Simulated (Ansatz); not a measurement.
# triplet OF(+): levels of theory in one basis

| atom | x (Å) | y (Å) | z (Å) |
| --- | --- | --- | --- |
| O | 0.0000 | 0.0000 | -0.6517 |
| F | 0.0000 | 0.0000 | 0.6517 |

Basis set: def2-SVP (spherical functions). Correlated methods keep 2 orbitals frozen. Correlation on ROHF uses semicanonical orbitals with singles. Charge 1, multiplicity 3.

Computed with Ansatz (development build ahead of 0.2.0); each method stands on the lowest determinant of its kind that the runs found.

```json
{"method": "ROHF", "E − E(ROHF) (eV)": "0.00", "<S²> of the determinant": "2.00"}
{"method": "UHF", "E − E(ROHF) (eV)": "-0.37", "<S²> of the determinant": "2.06"}
{"method": "ROHF-MP2", "E − E(ROHF) (eV)": "-8.93", "<S²> of the determinant": "–"}
{"method": "ROHF-CCSD(T)", "E − E(ROHF) (eV)": "-10.03", "<S²> of the determinant": "–"}
{"method": "UHF-CCSD(T)", "E − E(ROHF) (eV)": "-10.03", "<S²> of the determinant": "2.06"}
```

(1) What does UHF-MP2 give on the same scale?

(2) Is a single determinant a sound starting point here?

## Answers

(1) -8.81 eV.

(2) By this sign, yes. Unrestricted orbitals gain 0.37 eV and <S²> is 2.06 against 2.00 for a pure state.
